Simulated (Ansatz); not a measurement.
CsCl-type TlCl, treated with LDA (PAW; Ansatz, a first-principles code).

Numerical settings: plane-wave cutoff 520 eV, 6×6×6 k mesh, scalar-relativistic PAW data made under PBE.

Computed at the level's own relaxed cell.

Elastic tensor (GPa, Voigt notation, ions relaxed):

```
   55.1    28.9    28.9     0.0     0.0     0.0
   28.9    55.1    28.9     0.0     0.0     0.0
   28.9    28.9    55.1     0.0     0.0     0.0
    0.0     0.0     0.0    14.6     0.0     0.0
    0.0     0.0     0.0     0.0    14.6     0.0
    0.0     0.0     0.0     0.0     0.0    14.6
```

Worked from these constants: the tetragonal shear constant is C′ = (C11 − C12)/2 = 13.1 GPa against C44 = 14.6 GPa, so the tetragonal shear is the softer. The Zener ratio C44/C′ is 1.11 (1 for an isotropic solid), and the Cauchy pressure C12 − C44 is 14.3 GPa. With C11 + 2C12 = 112.9 GPa all three Born conditions hold; they don't test modes at the zone boundary.

Spin–orbit coupling is not included; it can shift volumes and moduli of such heavy elements.

Computed values are for the static lattice.
